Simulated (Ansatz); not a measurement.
# Si2HO (doublet): geometry optimisation

Aim: relax a generated start of Si2HO (doublet) and see which bonds hold.

Computed with Ansatz 0.2.0, Gaussian basis. Level: UKS PBE0/def2-TZVP.

## (1) The system as given

4 atoms, charge 0, spin multiplicity 2.

Atoms are counted from 1 here; the program's logs count them from 0.

Bond lengths: O1–Si2 1.522 Å, Si2–Si3 2.254 Å, Si2–H4 1.477 Å. Angles: O1–Si2–Si3 104.3°, O1–Si2–H4 116.9°, Si3–Si2–H4 138.8°.

The start was built by rule and, where that kept it together, relaxed with GFN2-xTB. Sticks and bond lists go by distance. 

## (2) The run

The input, in.yaml:

```yaml
crystal:
  periodic: [false, false, false]
  atoms:
    - {symbol: O, position_ang: [-1.601246, -0.320230, -0.010807]}
    - {symbol: Si, position_ang: [-0.460797, 0.687332, 0.011332]}
    - {symbol: Si, position_ang: [1.402846, -0.580883, -0.006492]}
    - {symbol: H, position_ang: [-0.832325, 2.117019, 0.036689]}
basis:
  gaussian: {orbitals: def2-TZVP}
magnetization: {spin_polarized: true, initial_magnetization: 1}
hamiltonian: {xc: pbe0}
relax: {f_tol: 0.004, max_steps: 80}
```

Run with:

```bash
$ ansatz run in.yaml --threads 1 --pin off --events-out ev --progress --plain --max-ram 2176MiB
```

What does the calculation give? Wanted: energy gained; shift from the start; total energy; dipole moment; ⟨S²⟩.

As calculated:

| quantity | value |
| --- | --- |
| steps | 11 |
| energy gained | 1.007 eV |
| shift from the start (rms) | 0.618 Å |
| total energy | -17809.3474 eV |
| dipole moment | 0.66 D |
| ⟨S²⟩ | 0.761 |

By distance, O1–Si3 formed. O1–Si3 went from 3.015 to 1.694 Å. No vibrations were run, so this is a stationary point, not a proven minimum, and this spin need not be the ground state's.
